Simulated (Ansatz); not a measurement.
# HCl with H₂S: superposition error and deformation, part 2 of 3

Ansatz 0.2.0, Gaussian basis. The steps go on from the part before.

### 13 CCSD(T)/def2-TZVPPD

The inputs:

a/in.yaml

```yaml
crystal:
  periodic: [false, false, false]
  atoms:
    - {symbol: Cl, position_ang: [0.211445, -0.067619, -2.472406]}
    - {symbol: H, position_ang: [0.057937, -0.285835, -1.201004]}
basis:
  gaussian: {orbitals: "def2-TZVPPD.json"}
correlation: {method: ccsd_t}
```

b/in.yaml

```yaml
crystal:
  periodic: [false, false, false]
  atoms:
    - {symbol: S, position_ang: [-0.188465, -0.485830, 1.128275]}
    - {symbol: H, position_ang: [0.910004, 0.250543, 1.358882]}
    - {symbol: H, position_ang: [-0.990821, 0.588841, 1.186353]}
basis:
  gaussian: {orbitals: "def2-TZVPPD.json"}
correlation: {method: ccsd_t}
```

Each run has its own folder and the same command.

On the command line:

```bash
$ ansatz run in.yaml --threads 2 --pin off --events-out ev --progress --plain --max-ram 5222MiB
```

Output in a, shortened:

```text
Functional definition: HF
  name "HF"
  cite "Fock, Z. Phys. 61, 126 (1930) doi:10.1007/BF01340294"
  parent pbe
[...]
384 factors; integrals over basis functions are off by at most 1.3e-3 eV
[...]
mean field -12519.94031686 eV, -460.0993203241 hartree, gradient 2.7e-6 eV, S^2 0.000000; 0 other end points of the search recorded, 0 dependent functions left out
5 core orbitals not correlated: weight in the atoms' cores, before any rotation towards them, 1.000 or more for the frozen orbitals, at most 0.000 for the correlated occupied ones
reference -12519.94031686 eV, -460.0993203241 hartree; 4, 4 occupied and 59, 59 virtual orbitals, 384 factors
second order -5.58517070 eV of doubles, -0.00000000 eV of singles
cycle   1  -5.99926294 eV  change   -4.1e-1 eV  update   4.0e-2
[...]
cycle   8  -6.14361044 eV  change    7.0e-7 eV  update   3.2e-6
perturbative correction -0.22733953 eV, -0.0083545736 hartree
Total energy: -12526.31126683 eV, -460.3334484172 hartree
```

Log of b, shortened:

```text
[... 4 set-up lines as earlier in the session ...]
[...]
473 factors; integrals over basis functions are off by at most 5.8e-4 eV
[...]
mean field -10849.41024407 eV, -398.7084724753 hartree, gradient 4.3e-6 eV, S^2 0.000000; 0 other end points of the search recorded, 0 dependent functions left out
5 core orbitals not correlated: weight in the atoms' cores, before any rotation towards them, 1.000 or more for the frozen orbitals, at most 0.000 for the correlated occupied ones
reference -10849.41024407 eV, -398.7084724753 hartree; 4, 4 occupied and 76, 76 virtual orbitals, 473 factors
second order -5.23507548 eV of doubles, -0.00000000 eV of singles
cycle   1  -5.71319712 eV  change   -4.8e-1 eV  update   4.9e-2
[...]
cycle   8  -5.89267654 eV  change    3.8e-6 eV  update   7.4e-6
perturbative correction -0.22667041 eV, -0.0083299840 hartree
Total energy: -10855.52959103 eV, -398.9333543280 hartree
```

Wall times: 0.3 s (a), 0.5 s (b) on 2 threads of Arm Neoverse V2, shared host.

### 14 Relaxing HCl alone

The input, relax-a/in.yaml:

```yaml
crystal:
  periodic: [false, false, false]
  atoms:
    - {symbol: Cl, position_ang: [0.211445, -0.067619, -2.472406]}
    - {symbol: H, position_ang: [0.057937, -0.285835, -1.201004]}
basis:
  gaussian: {orbitals: def2-TZVP}
hamiltonian: {xc: pbe0, dispersion: d4}
relax: {f_tol: 0.005, max_steps: 200}
```

On the command line:

```bash
$ ansatz run in.yaml --threads 2 --pin off --events-out ev --progress --plain --max-ram 5222MiB
```

Standard output, shortened:

```text
[... 5 set-up lines as earlier in the session ...]
[...]
312 factors; their error is unknown
[...]
mean field -12535.31005921 eV, -460.6641479375 hartree, gradient 4.2e-5 eV, S^2 0.000000; 0 other end points of the search recorded, 0 dependent functions left out
[...]
reference -12535.31647354 eV, -460.6643836600 hartree; 9, 9 occupied and 34, 34 virtual orbitals, 312 factors
Total energy: -12535.32105152 eV, -460.6645518977 hartree
Atom 0 at     0.210255    -0.069310    -2.462554 Å, force    -0.000350    -0.000497     0.002895 eV/Å
Atom 1 at     0.059127    -0.284144    -1.210856 Å, force     0.000350     0.000497    -0.002895 eV/Å
Dipole moment:    -0.031034    -0.044116     0.257035 e Å
```

It took 0.8 s on 2 threads of Arm Neoverse V2, shared host.

Step by step:

```
step  energy from step 1 (eV)  largest force component (eV/Å)
   1                   0.0000                          0.6066
   2                  -0.0054                          0.2483
   3                  -0.0064                          0.0084
   4                  -0.0064                          0.0029
```

The bond:

```
  bond  before (Å)  after (Å)  change (Å)
Cl1–H2       1.299      1.279      -0.020
```

### 15 Relaxing H₂S alone

The input, relax-b/in.yaml:

```yaml
crystal:
  periodic: [false, false, false]
  atoms:
    - {symbol: S, position_ang: [-0.188465, -0.485830, 1.128275]}
    - {symbol: H, position_ang: [0.910004, 0.250543, 1.358882]}
    - {symbol: H, position_ang: [-0.990821, 0.588841, 1.186353]}
basis:
  gaussian: {orbitals: def2-TZVP}
hamiltonian: {xc: pbe0, dispersion: d4}
relax: {f_tol: 0.005, max_steps: 200}
```

On the command line:

```bash
$ ansatz run in.yaml --threads 2 --pin off --events-out ev --progress --plain --max-ram 5222MiB
```

Standard output, shortened:

```text
[... 5 set-up lines as earlier in the session ...]
[...]
359 factors; their error is unknown
[...]
mean field -10864.45042099 eV, -399.2611887824 hartree, gradient 4.8e-5 eV, S^2 0.000000; 0 other end points of the search recorded, 0 dependent functions left out
[...]
reference -10864.45047950 eV, -399.2611909326 hartree; 9, 9 occupied and 40, 40 virtual orbitals, 359 factors
Total energy: -10864.46265912 eV, -399.2616385254 hartree
Atom 0 at    -0.188505    -0.486074     1.128236 Å, force     0.000298     0.001822     0.000291 eV/Å
Atom 1 at     0.908294     0.250973     1.358744 Å, force    -0.000580    -0.000835    -0.000184 eV/Å
Atom 2 at    -0.989071     0.588655     1.186529 Å, force     0.000282    -0.000988    -0.000106 eV/Å
Dipole moment:     0.038580     0.235953     0.037612 e Å
```

It took 0.8 s on 2 threads of Arm Neoverse V2, shared host.

Step by step:

```
step  energy from step 1 (eV)  largest force component (eV/Å)
   1                   0.0000                          0.0283
   2                   0.0000                          0.0159
   3                   0.0000                          0.0018
```

Close pairs (by a distance rule), those that changed most:

```
 bond  before (Å)  after (Å)  change (Å)
S1–H3       1.342      1.341      -0.001
S1–H2       1.342      1.341      -0.001
```

### 16 PBE-D4/def2-TZVPPD

The input, free-a/in.yaml:

```yaml
crystal:
  periodic: [false, false, false]
  atoms:
    - {symbol: Cl, position_ang: [0.210255, -0.069310, -2.462554]}
    - {symbol: H, position_ang: [0.059127, -0.284144, -1.210856]}
basis:
  gaussian: {orbitals: "def2-TZVPPD.json"}
hamiltonian: {xc: pbe, dispersion: d4}
```

The input, free-b/in.yaml:

```yaml
crystal:
  periodic: [false, false, false]
  atoms:
    - {symbol: S, position_ang: [-0.188505, -0.486074, 1.128236]}
    - {symbol: H, position_ang: [0.908294, 0.250973, 1.358744]}
    - {symbol: H, position_ang: [-0.989071, 0.588655, 1.186529]}
basis:
  gaussian: {orbitals: "def2-TZVPPD.json"}
hamiltonian: {xc: pbe, dispersion: d4}
```

The same command starts each run, in its folder.

On the command line:

```bash
$ ansatz run in.yaml --threads 2 --pin off --events-out ev --progress --plain --max-ram 5222MiB
```

Log of free-a, shortened:

```text
[... 4 set-up lines as earlier in the session ...]
[...]
383 factors; their error is unknown
[...]
mean field -12534.35582679 eV, -460.6290805430 hartree, gradient 5.2e-5 eV, S^2 0.000000; 0 other end points of the search recorded, 0 dependent functions left out
reference -12534.35587554 eV, -460.6290823345 hartree; 9, 9 occupied and 59, 59 virtual orbitals, 383 factors
Total energy: -12534.36153679 eV, -460.6292903817 hartree
```

free-b printed, shortened:

```text
[... 4 set-up lines as earlier in the session ...]
[...]
436 factors; their error is unknown
[...]
mean field -10863.58117711 eV, -399.2292446590 hartree, gradient 3.0e-5 eV, S^2 0.000000; 0 other end points of the search recorded, 0 dependent functions left out
reference -10863.58122685 eV, -399.2292464870 hartree; 9, 9 occupied and 76, 76 virtual orbitals, 436 factors
Total energy: -10863.59626377 eV, -399.2297990835 hartree
```

They took 0.2 s (free-a), 0.3 s (free-b) on 2 threads of Arm Neoverse V2, shared host.

### 17 r2SCAN-D4/def2-TZVPPD

The same edit goes into each in.yaml of step 16 (free-a, free-b):

```diff
-hamiltonian: {xc: pbe, dispersion: d4}
+hamiltonian: {xc: r2scan, dispersion: d4}
```

Each run has its own folder and the same command.

On the command line:

```bash
$ ansatz run in.yaml --threads 2 --pin off --events-out ev --progress --plain --max-ram 5222MiB
```

free-a printed, shortened:

```text
[... 5 set-up lines as earlier in the session ...]
[...]
383 factors; their error is unknown
[...]
mean field -12538.65085396 eV, -460.7869198803 hartree, gradient 4.4e-6 eV, S^2 0.000000; 0 other end points of the search recorded, 0 dependent functions left out
reference -12538.65087095 eV, -460.7869205044 hartree; 9, 9 occupied and 59, 59 virtual orbitals, 383 factors
Total energy: -12538.65213692 eV, -460.7869670280 hartree
```

Output in free-b, shortened:

```text
[... 5 set-up lines as earlier in the session ...]
[...]
436 factors; their error is unknown
[...]
mean field -10867.55018781 eV, -399.3751031121 hartree, gradient 3.7e-5 eV, S^2 0.000000; 0 other end points of the search recorded, 0 dependent functions left out
reference -10867.55020458 eV, -399.3751037284 hartree; 9, 9 occupied and 76, 76 virtual orbitals, 436 factors
Total energy: -10867.55355289 eV, -399.3752267762 hartree
```

Wall times: 0.6 s (free-a), 0.7 s (free-b) on 2 threads of Arm Neoverse V2, shared host.

### 18 PBE0-D4/def2-TZVPPD

Each input of step 17 (free-a, free-b) changes in the same lines:

```diff
-hamiltonian: {xc: r2scan, dispersion: d4}
+hamiltonian: {xc: pbe0, dispersion: d4}
+output: {orbitals: {seedname: orbitals}}
```

The same command starts each run, in its folder.

On the command line:

```bash
$ ansatz run in.yaml --threads 2 --pin off --events-out ev --progress --plain --max-ram 5222MiB
```

Output in free-a, shortened:

```text
[... 5 set-up lines as earlier in the session ...]
[...]
393 factors; their error is unknown
[...]
mean field -12535.37950390 eV, -460.6666999830 hartree, gradient 1.8e-5 eV, S^2 0.000000; 0 other end points of the search recorded, 0 dependent functions left out
reference -12535.37953931 eV, -460.6667012841 hartree; 9, 9 occupied and 59, 59 virtual orbitals, 393 factors
Total energy: -12535.38411729 eV, -460.6668695218 hartree
```

free-b printed, shortened:

```text
[... 5 set-up lines as earlier in the session ...]
[...]
474 factors; their error is unknown
[...]
mean field -10864.51342530 eV, -399.2635041481 hartree, gradient 6.8e-6 eV, S^2 0.000000; 0 other end points of the search recorded, 0 dependent functions left out
reference -10864.51346040 eV, -399.2635054381 hartree; 9, 9 occupied and 76, 76 virtual orbitals, 474 factors
Total energy: -10864.52564002 eV, -399.2639530309 hartree
```

They took 0.25 s (free-a), 0.35 s (free-b) on 2 threads of Arm Neoverse V2, shared host.

Fields of free-a:

The fields below are evaluated on a grid from the run's orbitals.

Frontier orbitals at PBE0-D4/def2-TZVPPD, with the share of their density that lies nearest to each atom:

```
orbital  energy (eV)            lies on
 HOMO-1        -9.50  Cl1 90 %; H2 10 %
   HOMO        -9.50  Cl1 89 %; H2 11 %
   LUMO        -0.12  H2 65 %; Cl1 35 %
```

ELF in a plane through or near 2 of the atoms.

Ten even steps from ' ' (0.00) to '@' (0.99):
```
                                                        
                                                        
                          ....::::::::....              
                        ..::--==++++++==::..            
                      ..::::==++******++--::            
                  ....::--==**##%%%%%%##++==....        
              ..::--====++++##%%%%@@%%%%**++::..        
            ..--++##############**%%%%%%##**--..        
            --++%%@@@@@@%%%%++====--==####**--..        
            ==**@@@@@@@@@@%%::--**--::**##**--::        
            ==**@@@@@@@@@@%%--::**--::**##**--::        
            --++%%@@@@@@%%%%==::======%%##**--::        
            ..--++##############**##%%%%##**--..        
              ..::--====++++##%%%%@@%%%%**++::..        
                  ....::--==**##%%%%%%##++==..          
                      ..::::==++******++--::..          
                        ..::--==++++++==::..            
                          ....::::::::....              
                                                        
                                                        
```
The map spans 6.5 Å across and 5.2 Å up, centred on the molecule. Atoms in the plane (x, y in Å): Cl1 (0.6, 0.0), H2 (-0.6, 0.0).

On the surface of density 0.002 e/bohr³ the electrostatic potential runs, from the 1st to the 99th percentile, from -0.43 V near Cl1 to 2.12 V near H2.

### 19 B3LYP-D4/def2-TZVPPD

The same edit goes into each in.yaml of step 18 (free-a, free-b):

```diff
-hamiltonian: {xc: pbe0, dispersion: d4}
-output: {orbitals: {seedname: orbitals}}
+hamiltonian: {xc: {name: B3LYP}, dispersion: d4}
```

One command serves all of them, each in its own folder.

On the command line:

```bash
$ ansatz run in.yaml --threads 2 --pin off --events-out ev --progress --plain --max-ram 5222MiB
```

Output in free-a, shortened:

```text
[... 6 set-up lines as earlier in the session ...]
[...]
393 factors; their error is unknown
[...]
mean field -12540.03388382 eV, -460.8377452901 hartree, gradient 2.3e-5 eV, S^2 0.000000; 0 other end points of the search recorded, 0 dependent functions left out
reference -12540.03408634 eV, -460.8377527324 hartree; 9, 9 occupied and 59, 59 virtual orbitals, 393 factors
Total energy: -12540.04327310 eV, -460.8380903399 hartree
```

Log of free-b, shortened:

```text
[... 6 set-up lines as earlier in the session ...]
[...]
462 factors; their error is unknown
[...]
mean field -10868.98950901 eV, -399.4279971905 hartree, gradient 7.5e-6 eV, S^2 0.000000; 0 other end points of the search recorded, 0 dependent functions left out
reference -10868.98972378 eV, -399.4280050830 hartree; 9, 9 occupied and 76, 76 virtual orbitals, 462 factors
Total energy: -10869.01415919 eV, -399.4289030679 hartree
```

They took 0.3 s (free-a), 0.4 s (free-b) on 2 threads of Arm Neoverse V2, shared host.

### 20 wB97X-V/def2-TZVPPD

The same edit goes into each in.yaml of step 19 (free-a, free-b):

```diff
-hamiltonian: {xc: {name: B3LYP}, dispersion: d4}
+hamiltonian: {xc: {name: wB97X-V}}
```

The same command starts each run, in its folder.

On the command line:

```bash
$ ansatz run in.yaml --threads 2 --pin off --events-out ev --progress --plain --max-ram 5222MiB
```

Output in free-a, shortened:

```text
[... 5 set-up lines as earlier in the session ...]
[...]
      + integral(e_c_pw_opposite_spin*poly(b97_u_opposite, cos0, cos1)) + vv10(b, c)
386 factors; their error is unknown
86 factors; integrals over basis functions are off by at most 5.7e-5 eV
[...]
mean field -12537.64898917 eV, -460.7501020284 hartree, gradient 1.8e-5 eV, S^2 0.000000; 0 other end points of the search recorded, 0 dependent functions left out
reference -12537.64898689 eV, -460.7501019446 hartree; 9, 9 occupied and 59, 59 virtual orbitals, 386 factors
Total energy: -12537.64898689 eV, -460.7501019446 hartree
```

Log of free-b, shortened:

```text
[... 5 set-up lines as earlier in the session ...]
[...]
      + integral(e_c_pw_opposite_spin*poly(b97_u_opposite, cos0, cos1)) + vv10(b, c)
457 factors; their error is unknown
112 factors; integrals over basis functions are off by at most 4.6e-5 eV
[...]
mean field -10866.69280262 eV, -399.3435947873 hartree, gradient 1.5e-5 eV, S^2 0.000000; 0 other end points of the search recorded, 0 dependent functions left out
reference -10866.69280040 eV, -399.3435947059 hartree; 9, 9 occupied and 76, 76 virtual orbitals, 457 factors
Total energy: -10866.69280040 eV, -399.3435947059 hartree
```

They took 0.75 s (free-a), 1.1 s (free-b) on 2 threads of Arm Neoverse V2, shared host.

### 21 wB97M-V/def2-TZVPPD

Each input of step 20 (free-a, free-b) changes in the same lines:

```diff
-hamiltonian: {xc: {name: wB97X-V}}
+hamiltonian: {xc: {name: wB97M-V}}
```

One command serves all of them, each in its own folder.

On the command line:

```bash
$ ansatz run in.yaml --threads 2 --pin off --events-out ev --progress --plain --max-ram 5222MiB
```

Output in free-a, shortened:

```text
[... 5 set-up lines as earlier in the session ...]
  # Of w^i u^j: cxij and so on, Table III.
[...]
  gx(w, u) = 1 - cx + cx01*u + cx10*w
[...]
      + integral(e_c_pw_mod_opposite_spin*gos(b97_w_opposite, b97_u_opposite)) + vv10(b, c)
386 factors; their error is unknown
86 factors; integrals over basis functions are off by at most 5.7e-5 eV
[...]
mean field -12538.78045719 eV, -460.7916827110 hartree, gradient 1.8e-5 eV, S^2 0.000000; 0 other end points of the search recorded, 0 dependent functions left out
reference -12538.78051571 eV, -460.7916848618 hartree; 9, 9 occupied and 59, 59 virtual orbitals, 386 factors
Total energy: -12538.78051571 eV, -460.7916848618 hartree
```

free-b printed, shortened:

```text
[... 5 set-up lines as earlier in the session ...]
  # Of w^i u^j: cxij and so on, Table III.
[...]
  gx(w, u) = 1 - cx + cx01*u + cx10*w
[...]
      + integral(e_c_pw_mod_opposite_spin*gos(b97_w_opposite, b97_u_opposite)) + vv10(b, c)
436 factors; their error is unknown
112 factors; integrals over basis functions are off by at most 4.6e-5 eV
[...]
mean field -10867.54432356 eV, -399.3748876048 hartree, gradient 1.6e-5 eV, S^2 0.000000; 0 other end points of the search recorded, 0 dependent functions left out
reference -10867.54438263 eV, -399.3748897757 hartree; 9, 9 occupied and 76, 76 virtual orbitals, 436 factors
Total energy: -10867.54438263 eV, -399.3748897757 hartree
```

Wall times: 0.85 s (free-a), 1.1 s (free-b) on 2 threads of Arm Neoverse V2, shared host.

### 22 B2PLYP/def2-TZVPPD

The same edit goes into each in.yaml of step 21 (free-a, free-b):

```diff
-hamiltonian: {xc: {name: wB97M-V}}
+hamiltonian: {xc: {name: B2PLYP}}
```

One command serves all of them, each in its own folder.

On the command line:

```bash
$ ansatz run in.yaml --threads 2 --pin off --events-out ev --progress --plain --max-ram 5222MiB
```

Log of free-a, shortened:

```text
[... 5 set-up lines as earlier in the session ...]
[...]
386 factors; integrals over basis functions are off by at most 1.1e-3 eV
[...]
mean field -12534.16924748 eV, -460.6222238800 hartree, gradient 1.1e-6 eV, S^2 0.000000; 0 other end points of the search recorded, 0 dependent functions left out
5 core orbitals not correlated: weight in the atoms' cores, before any rotation towards them, 1.000 or more for the frozen orbitals, at most 0.000 for the correlated occupied ones
reference -12534.16937175 eV, -460.6222284466 hartree; 4, 4 occupied and 59, 59 virtual orbitals, 386 factors
second order -6.74877810 eV of doubles, -0.00000000 eV of singles
Total energy: -12535.99154183 eV, -460.6891919621 hartree
```

Log of free-b, shortened:

```text
[... 5 set-up lines as earlier in the session ...]
[...]
471 factors; integrals over basis functions are off by at most 7.7e-4 eV
[...]
mean field -10863.12942770 eV, -399.2126431744 hartree, gradient 2.3e-6 eV, S^2 0.000000; 0 other end points of the search recorded, 0 dependent functions left out
5 core orbitals not correlated: weight in the atoms' cores, before any rotation towards them, 1.000 or more for the frozen orbitals, at most 0.000 for the correlated occupied ones
reference -10863.12955884 eV, -399.2126479936 hartree; 4, 4 occupied and 76, 76 virtual orbitals, 471 factors
second order -6.41023011 eV of doubles, -0.00000000 eV of singles
Total energy: -10864.86032097 eV, -399.2762523287 hartree
```

They took 0.4 s (free-a), 0.55 s (free-b) on 2 threads of Arm Neoverse V2, shared host.

### 23 BLYP-D4/def2-TZVPPD

The same edit goes into each in.yaml of step 22 (free-a, free-b):

```diff
-hamiltonian: {xc: {name: B2PLYP}}
+hamiltonian: {xc: {name: BLYP}, dispersion: d4}
```

Each run has its own folder and the same command.

On the command line:

```bash
$ ansatz run in.yaml --threads 2 --pin off --events-out ev --progress --plain --max-ram 5222MiB
```

Output in free-a, shortened:

```text
[... 4 set-up lines as earlier in the session ...]
[...]
383 factors; their error is unknown
[...]
mean field -12539.44112932 eV, -460.8159619639 hartree, gradient 6.0e-5 eV, S^2 0.000000; 0 other end points of the search recorded, 0 dependent functions left out
reference -12539.44139584 eV, -460.8159717585 hartree; 9, 9 occupied and 59, 59 virtual orbitals, 383 factors
Total energy: -12539.45488520 eV, -460.8164674835 hartree
```

free-b printed, shortened:

```text
[... 4 set-up lines as earlier in the session ...]
[...]
436 factors; their error is unknown
[...]
mean field -10868.25266079 eV, -399.4009185176 hartree, gradient 2.5e-5 eV, S^2 0.000000; 0 other end points of the search recorded, 0 dependent functions left out
reference -10868.25294956 eV, -399.4009291300 hartree; 9, 9 occupied and 76, 76 virtual orbitals, 436 factors
Total energy: -10868.28864196 eV, -399.4022408014 hartree
```

Wall times: 0.25 s (free-a), 0.35 s (free-b) on 2 threads of Arm Neoverse V2, shared host.

### 24 revPBE-D4/def2-TZVPPD

Each input of step 23 (free-a, free-b) changes in the same lines:

```diff
-hamiltonian: {xc: {name: BLYP}, dispersion: d4}
+hamiltonian: {xc: {name: revPBE}, dispersion: d4}
```

The same command starts each run, in its folder.

On the command line:

```bash
$ ansatz run in.yaml --threads 2 --pin off --events-out ev --progress --plain --max-ram 5222MiB
```

Output in free-a, shortened:

```text
[... 4 set-up lines as earlier in the session ...]
[...]
383 factors; their error is unknown
[...]
mean field -12537.30945360 eV, -460.7376243262 hartree, gradient 5.5e-5 eV, S^2 0.000000; 0 other end points of the search recorded, 0 dependent functions left out
reference -12537.30951434 eV, -460.7376265583 hartree; 9, 9 occupied and 59, 59 virtual orbitals, 383 factors
Total energy: -12537.33271167 eV, -460.7384790445 hartree
```

free-b printed, shortened:

```text
[... 4 set-up lines as earlier in the session ...]
[...]
436 factors; their error is unknown
[...]
mean field -10866.46105670 eV, -399.3350782819 hartree, gradient 3.7e-5 eV, S^2 0.000000; 0 other end points of the search recorded, 0 dependent functions left out
reference -10866.46111968 eV, -399.3350805963 hartree; 9, 9 occupied and 76, 76 virtual orbitals, 436 factors
Total energy: -10866.52140098 eV, -399.3372958934 hartree
```

Times: 0.25 s (free-a), 0.3 s (free-b) on 2 threads of Arm Neoverse V2, shared host.

(Part 2 of 3 ends here.)
